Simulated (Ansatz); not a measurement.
Results of r²SCAN (PAW; Ansatz, a program for electronic structure) for bcc Li.

A relaxed, unreconstructed slab of the (111) face has 12 atoms, two equal faces of 20.949 Å² each and an energy of -2460.1921 eV. A bulk cell of 3 atoms with the same orientation and in-plane k mesh has -615.4013 eV. Energies are extrapolated to zero smearing.

Settings: plane-wave cutoff 500 eV, 18×18×1 k mesh (along the axes of the cell as run), Fermi–Dirac smearing 0.1 eV, scalar-relativistic PAW data made under PBE.

Worked out: γ = (E_slab − N E_bulk per atom)/2A = [-2460.1921 − 12 × (-615.4013/3)]/(2 × 20.949) = 0.0337 eV/Å². With 16.022 J/m² per eV/Å² this is 0.54 J/m², or 0.71 eV per surface cell and face.
